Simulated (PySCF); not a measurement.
**Which basis set comes closest?**

Molecule: Butanal, C$_{4}$H$_{8}$O.

Atom-mapped SMILES (the numbers label the heavy atoms): `[CH3:1][CH2:2][CH2:3][CH:4]=[O:5]`; H(Xn) means a hydrogen on atom n.

Geometry PBE0-D3(BJ)/def2-SVP throughout; GIAO in PySCF 2.14, gas phase, one conformer, non-relativistic; equivalent atoms averaged; functional PBE0.

Reference values (measured; solution, not stated per compound (mostly CDCl3 or CCl4); Pretsch, Buehlmann, Badertscher, Structure Determination of Organic Compounds, 4th ed. (2009)): δ(C3) = 45.7 ppm, δ(C2) = 15.7 ppm, δ(C1) = 13.3 ppm, δ(H(C3)) = 2.37 ppm, δ(H(C2)) = 1.64 ppm, δ(H(C1)) = 0.97 ppm. Computed shifts are taken against TMS, calculated as an isolated molecule at each level.

**Question.** How do the basis sets STO-3G, 6-31G, pcSseg-0, 6-31G*, def2-SVP, cc-pVDZ, pcSseg-1, 6-311+G(2d,p), aug-cc-pVDZ, def2-TZVP, IGLO-III, cc-pVTZ, pcSseg-2 perform against the reference? Times are CPU seconds on shared hosts with different chips, so compare them loosely.

**Answer.** 
```tsv
basis set	functions	C3	C2	C1	H(C3)	H(C2)	H(C1)	mean abs. error C	mean abs. error H	core-s
STO-3G	33	36.5	23.5	20.0	2.08	1.27	0.83	7.9	0.27	3.1
6-31G	61	48.2	16.2	15.0	2.57	1.81	1.05	1.6	0.15	6
pcSseg-0	61	52.0	15.9	16.4	2.44	1.59	1.10	3.2	0.08	4.1
6-31G*	86	45.6	16.1	14.5	2.23	1.66	0.90	0.6	0.08	7.7
def2-SVP	110	47.2	15.8	14.2	2.09	1.34	0.78	0.8	0.26	9.6
cc-pVDZ	110	49.6	18.7	15.5	2.13	1.47	0.84	3.0	0.18	9.1
pcSseg-1	125	51.0	17.0	15.0	2.19	1.46	0.95	2.8	0.13	13
6-311+G(2d,p)	183	51.0	17.1	14.0	2.39	1.57	0.86	2.5	0.07	20
aug-cc-pVDZ	187	50.1	18.3	14.4	2.48	1.67	0.95	2.7	0.05	19
def2-TZVP	203	51.8	17.9	14.8	2.39	1.57	0.87	3.3	0.06	26
IGLO-III	255	53.0	18.2	14.8	2.42	1.63	0.88	3.8	0.05	28
cc-pVTZ	262	51.0	17.8	14.7	2.35	1.58	0.88	2.9	0.06	32
pcSseg-2	292	53.4	18.4	15.3	2.38	1.59	0.89	4.1	0.05	58
```

For $^{13}$C the closest is 6-31G* (0.6 ppm, with def2-SVP practically level) and the furthest STO-3G (7.9 ppm).

For $^{1}$H the closest is pcSseg-2 (0.05 ppm, with IGLO-III, aug-cc-pVDZ, cc-pVTZ, def2-TZVP, 6-311+G(2d,p) practically level) and the furthest STO-3G (0.27 ppm). Where a smaller basis beats a larger one, errors probably cancel; the largest sets show where the functional converges. One molecule is a small sample, and vibrational and solvent effects are absent from the calculation.

A small basis that lands close on one nucleus may do so by chance; judge by the trend and by all nuclei.
